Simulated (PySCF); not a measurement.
# Excited states of 5-methylisoxazole (SMILES Cc1ccno1)

The calculation used TDA wB97X-D/def2-TZVPD excited states, vertical, gas phase (PySCF 2.14.0). Geometry: PBE0-D3(BJ)/def2-TZVP.

Input:
```
{"job": {"kind": "states", "xc": "wB97X-D", "basis": "def2-TZVPD", "tda": true, "soc": true, "nstates": 6, "ntriplets": 5, "nquad": 4}, "charge": 0, "multiplicity": 1}
C     -1.701171    -0.065142    -0.247712
C     -0.241148    -0.143928    -0.034648
C      0.740790     0.784890     0.083532
C      1.907976     0.008095     0.271591
N      1.651005    -1.267798     0.267134
O      0.291885    -1.367042     0.074540
H     -2.014329     0.975788    -0.312996
H     -2.238795    -0.541552     0.575373
H     -1.986466    -0.575802    -1.170344
H      0.644512     1.856502     0.043958
H      2.928249     0.335719     0.410143
```
Coordinates are in Å.

Command: `OMP_NUM_THREADS=1 python excited_run.py task.json out`

Q: What does the run print?

A: H and L stand for HOMO and LUMO.
```
coarse grid: 9592 points
cycle   1  E = -285.3351481860  dE =  1.268e+00  |g| = 4.599e-01  |ddm| = 3.786e+00
cycle   2  E = -285.3422184181  dE = -7.070e-03  |g| = 4.855e-01  |ddm| = 1.527e+00
cycle   3  E = -285.3803408452  dE = -3.812e-02  |g| = 9.364e-02  |ddm| = 4.399e-01
cycle   4  E = -285.3818198435  dE = -1.479e-03  |g| = 3.316e-02  |ddm| = 1.638e-01
cycle   5  E = -285.3820543232  dE = -2.345e-04  |g| = 1.095e-02  |ddm| = 6.320e-02
cycle   6  E = -285.3820848459  dE = -3.052e-05  |g| = 2.505e-03  |ddm| = 3.515e-02
cycle   7  E = -285.3820870864  dE = -2.241e-06  |g| = 1.281e-03  |ddm| = 9.841e-03
final grid: 93896 points
cycle   8  E = -285.3691687046  dE = -1.489e-04  |g| = 4.184e-03  |ddm| = 6.274e-01
cycle   9  E = -285.3691714398  dE = -2.735e-06  |g| = 2.764e-03  |ddm| = 6.418e-02
cycle  10  E = -285.3691727102  dE = -1.270e-06  |g| = 1.076e-03  |ddm| = 7.008e-03
cycle  11  E = -285.3691728928  dE = -1.827e-07  |g| = 4.461e-04  |ddm| = 3.720e-03
cycle  12  E = -285.3691729362  dE = -4.335e-08  |g| = 7.230e-05  |ddm| = 1.235e-03
cycle  13  E = -285.3691729382  dE = -1.987e-09  |g| = 3.711e-05  |ddm| = 2.760e-04
cycle  14  E = -285.3691729387  dE = -4.784e-10  |g| = 8.438e-06  |ddm| = 1.566e-04
converged SCF energy = -285.3691729387

Singlet excitations
state   eV       nm        f     d(h-e)  d(exc)  Lambda  PR(NTO)  |dmu|/D   mu/D   main configurations
  1   6.7354   184.1   0.23320   0.547   2.459   0.736   1.200    1.375    4.551   H->L 0.82
  2   6.7733   183.0   0.00908   0.872   2.322   0.518   1.022    2.041    1.288   H-2->L 0.94
  3   6.9748   177.8   0.00482   1.108   3.704   0.260   1.021    4.507    1.252   H->L+1 0.88
  4   7.4811   165.7   0.03641   0.665   2.552   0.684   1.698    1.663    1.854   H-1->L 0.56, H->L+5 0.20, H->L+7 0.11
  5   7.8472   158.0   0.00292   0.902   4.133   0.202   1.027                     H->L+2 0.90
  6   8.0143   154.7   0.01514   0.632   3.832   0.206   1.363                     H->L+3 0.71, H-1->L+1 0.11

Triplet excitations (Tamm-Dancoff)
state   eV     d(h-e)  d(exc)  Lambda  PR(NTO)   main configurations
  1   4.3728   0.097   2.233   0.756   1.073   H->L 0.91
  2   5.6041   0.202   2.153   0.709   1.365   H-1->L 0.79
  3   5.8500   0.837   2.199   0.507   1.008   H-2->L 0.89
  4   6.5688   0.641   2.374   0.600   1.295   H->L+5 0.47, H->L+7 0.31, H-1->L 0.12
  5   6.9483   1.106   3.692   0.261   1.019   H->L+1 0.88
S1 - T1 = 2.3626 eV

Spin-orbit couplings |<S|Hso|T>| (cm-1)
             T1       T2       T3       T4       T5
S0        0.049    0.181   44.540    0.136    6.160
S1        0.345    0.488    7.723    0.230    1.733
S2       12.056   16.220    0.262    4.307    0.277
S3        0.942    1.938    0.067    1.803    0.213
S4        0.115    0.046   16.137    0.042    1.195
S5        4.969    1.624    0.159    0.704    4.531
S6        1.988    3.285    0.037    4.138    0.554
T1 sublevels (cm-1): 0.000 0.001 0.007   radiative rates (1/s): 0.261 0.00095 0.0164
```

It took 46 s wall time on 1 thread of an Arm Neoverse V2, shared host, peak memory 0.89 GiB.
